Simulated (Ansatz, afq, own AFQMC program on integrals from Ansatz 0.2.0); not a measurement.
**TiCl⁺, quintet in def2-SVP, levels against CCSDT(Q)**

```xyz
2

Ti    0.0000    0.0000    0.0000
Cl    0.0000    0.0000    3.2806
```

Basis def2-SVP. Noble-gas cores (and the filled d shells of Ga–Kr and In–Xe) are frozen. Integrals, coupled cluster, full CI and functionals: Ansatz 0.2.0; the random walks run on the same integrals in our own AFQMC program. ph-AFQMC/CISD is guided by a CISD state made of CCSD amplitudes; releasing the constraint for a short imaginary time cuts its bias at the price of noise, slowly where states lie close. Uncertainties: one standard error, sampling alone. The metal's outer-core s and p shells are frozen, which shifts wave-function levels against functionals.

Determinant: ROHF, the one that the program's search chose, which needn't be the lowest solution. The geometry is a PBE0/def2-TZVP stationary point of this or a neighbouring charge and spin state.

No full CI on the walks' own integrals is used here; CCSDT(Q) serves as the reference and is uncertain by about the last step of the cluster series.

Cautions: no relativity below Rb; outer-core shells of the metal frozen; lower spins were not checked; the released energies have errors that jump between times, so the bars are unsure, so no released level is given (meV from the phaseless value at times in 1/Eh: -1 ± 7 at 0.60, 60 ± 45 at 1.20, -22 ± 13 at 2.00, -11 ± 7 at 3.00, -503 ± 523 at 4.20), though the last usable value meets CCSDT(Q) within the noise; CCSDT(Q) on the UHF determinant differs (68 meV lower), by its state or its frozen core.

```
T1 diagnostic                               : 0.0347
weight of the determinant in the CISD state : 0.919
size of the correlated space                : 10 electrons in 35 orbitals
```

| level | correlation energy (eV) |
| --- | --- |
| MP2 | -3.3216 |
| CCSD | -3.8399 |
| CCSD(T) | -3.8809 |

(1) Estimate where phaseless AFQMC with a CISD trial lies against CCSD(T) on the same integrals.

(1) 0.2 ± 0.2 kJ/mol below CCSD(T). The gap is under twice the noise, so this walk alone can't tell the two apart.

Reference: CCSDT(Q), correlation energy -3.896 eV.

```
        level  E − E(reference) (kJ/mol)  share of correlation (%)
      CCSD(T)                        1.4                     99.62
        CCSDT                        0.4                     99.90
ph-AFQMC/CISD                  1.2 ± 0.2                     99.68
```
